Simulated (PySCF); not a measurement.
# Molecular orbitals of N2

PBE0 at R = 1.099 Å; basis N def2-SVP; no relativity; PySCF 2.14. State: ¹Σg⁺ (singlet), closed shell. Only the outer orbitals are listed.

| orbital | occ. | ε (eV) | main shells (%) |
| --- | --- | --- | --- |
| σg | 2 | -31.16 | 74 s, 25 p |
| σu | 2 | -15.21 | 75 s, 25 p |
| πu | 2 | -13.11 | 98 p |
| πu | 2 | -13.11 | 98 p |
| σg | 2 | -12.04 | 67 p, 33 s |
| πg | 0 | -0.36 | 99 p |
| πg | 0 | -0.36 | 99 p |
| σg | 0 | 14.11 | 84 s, 14 p |

**Question.** Which are the highest filled and the lowest empty level, where do they sit, and how wide is the gap?

**Answer.** Highest filled σg at -12.04 eV (in %: 67 p, 33 s); lowest empty πg at -0.36 eV (in %: 99 p); the gap at PBE0 is 11.68 eV.

| Item | Value |
| --- | --- |
| bond order (Mayer) | 2.79 |
| ⟨S²⟩ | 0.000 |
| polarisability along the bond | 13.0 bohr³ |
| polarisability across the bond | 6.0 bohr³ |
